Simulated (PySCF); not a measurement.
Ionisation energy of Cl by level of theory

Cl [Ne] 3s2 3p5 (2P) → Cl⁺ [Ne] 3s2 3p4 (3P), as a difference of total energies. All numbers are calculated (PySCF 2.14, scalar relativity by spin-free X2C-1e, in x2c-TZVPPall with one added diffuse shell each of s, p, d type (6s6p4d1f, 51 functions)). Correlated levels: valence: [Ne] frozen. The calculations carry no spin-orbit coupling.

| method | ionisation energy (eV) |
| --- | --- |
| UHF | 11.757 |
| MP2 (valence) | 12.720 |
| SCS-MP2 (valence) | 12.717 |
| CCSD (valence) | 12.680 |
| CCSD(T) (valence) | 12.724 |

**Question.** How much does correlation contribute at CCSD(T) (valence)?

**Answer.** 12.724 − (11.757) = 0.967 eV, measured against UHF.

Errors of the correlated levels include the incompleteness of this basis and the frozen core.

For comparison: 12.974 eV (measured; NIST levels, between the centres of gravity of the two terms).
